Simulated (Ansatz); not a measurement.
C2H3FS2, SMILES `FCC(=S)S`, relaxed with RKS PBE0-D4/def2-TZVP in Ansatz 0.2.0 from a PBE-D4/def2-SVP geometry. The force threshold is 0.005 eV/Å; the program also tests the step.

The species carries charge 0 and has multiplicity 1.

Start:

```xyz
8

F     1.391    0.830   -0.238
C     0.092    0.533   -0.630
C    -0.612   -0.492    0.250
S    -2.147   -0.954   -0.112
S     0.267   -1.124    1.622
H    -0.511    1.467   -0.620
H     0.110    0.141   -1.670
H     1.410   -0.402    1.399
```

```json
{"step": "1", "energy (eV)": "-26500.0609", "largest force (eV/Å)": "0.822", "largest move (Å)": "0.000"}
{"step": "2", "energy (eV)": "-26500.1027", "largest force (eV/Å)": "0.378", "largest move (Å)": "0.022"}
{"step": "3", "energy (eV)": "-26500.1102", "largest force (eV/Å)": "0.074", "largest move (Å)": "0.014"}
{"step": "4 (rejected)", "energy (eV)": "-26500.1095", "largest force (eV/Å)": "0.135", "largest move (Å)": "0.017"}
{"step": "5", "energy (eV)": "-26500.1105", "largest force (eV/Å)": "0.003", "largest move (Å)": "0.006"}
```

End:

```xyz
8

F     1.372    0.841   -0.258
C     0.082    0.533   -0.636
C    -0.596   -0.482    0.249
S    -2.114   -0.942   -0.102
S     0.256   -1.115    1.601
H    -0.508    1.452   -0.621
H     0.108    0.140   -1.655
H     1.401   -0.428    1.423
```

Hardware: 2 threads of an Arm Neoverse V2 on a shared host. Wall time 32 s, peak host memory 0.46 GiB.
